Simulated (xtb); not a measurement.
NO, SMILES [N]=O (connectivity only; charge and spin as stated), charge +1, multiplicity 1. All values are semi-empirical tight-binding results from xtb (GFN2-xTB unless named), good for trends rather than for accurate numbers. Geometry: GFN2-xTB.

Optimised geometry:

```xyz
2

N      0.0000     0.0000    -0.5610
O      0.0000     0.0000     0.4909
```
Charge +1, spin multiplicity 1.

```
Quantity                                         Value
--------------------------------------  --------------
point group as xtb finds it                        C∞v
orbital gap                                    4.85 eV
static polarisability (D4 model)             9.6 bohr³
solvation energy, GFN2-xTB/ALPB(water)  -83.1 kcal/mol
solvation energy, GFN2-xTB/ALPB(chcl3)  -70.9 kcal/mol
```

Computed IR lines (harmonic; lines under 4 % of the strongest left out, lines within 3 cm⁻¹ merged):
ν (cm⁻¹): 2422 (vs) (against the strongest line: vs over 80 %, s over 45 %, m over 15 %, w over 4 %, vw less)

Computed atomic charges and the Wiberg bond orders between heavy atoms:
charges (e) N1 0.60, O2 0.40. Bond orders N1–O2 2.88.
